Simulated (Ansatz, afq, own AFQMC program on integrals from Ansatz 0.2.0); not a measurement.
# AlNH$_{2}$⁺, doublet: AFQMC among the cluster methods

```xyz
4

Al    0.0000    0.0000    0.6968
N     0.0000    0.0000   -1.0992
H     0.0000    0.8223   -1.6887
H     0.0000   -0.8223   -1.6887
```

Connectivity, by distances: Al–NH2.

Basis cc-pVTZ. Only valence electrons are correlated. Integrals, coupled cluster, full CI and functionals: Ansatz 0.2.0; the random walks run on the same integrals in our own AFQMC program. ph-AFQMC/CISD is guided by a CISD state made of CCSD amplitudes; releasing the constraint for a short imaginary time cuts its bias at the price of noise, slowly where states lie close. Error bars are statistical, one sigma.

Determinant: UHF, the one that the program's search chose, which needn't be the lowest solution. The geometry is a PBE0/def2-TZVP stationary point of this or a neighbouring charge and spin state.

No full CI on the walks' own integrals is used here; CCSDT(Q) serves as the reference and is uncertain by about the last step of the cluster series.

```
T1 diagnostic                               : 0.0180
weight of the determinant in the CISD state : 0.911
⟨S²⟩ of the determinant                     : 0.755
size of the correlated space                : 9 electrons in 86 orbitals
```

```
  level  correlation energy (eV)
    MP2                  -6.7709
   CCSD                  -7.0488
CCSD(T)                  -7.3354
```

Estimate where AFQMC with the constraint released lies against CCSD(T) on the same integrals.

0.75 ± 0.25 mEh below CCSD(T).

Reference: CCSDT(Q), correlation energy -7.364 eV. The released energy is read at 1.62 1/Eh, later times being too noisy (meV from the phaseless value at times in 1/Eh: -9 ± 4 at 0.24, -11 ± 4 at 0.51, -13 ± 5 at 0.99, -5 ± 7 at 1.62, -16 ± 11 at 2.40).

```tsv
level	E − E(reference) (mEh)	share of correlation (%)
CCSD(T)	1.03	99.62
CCSDT	0.64	99.76
ph-AFQMC/CISD	0.46 ± 0.18	99.83
released AFQMC	0.29 ± 0.25	99.89
```

A walk keeps the symmetry of its determinant, which the program's search chose and which needn't be the lowest solution, so a lower state of the same spin and another symmetry isn't excluded. Released energies are given only where the last usable release times agree within the noise; a slower fall can still hide under it.
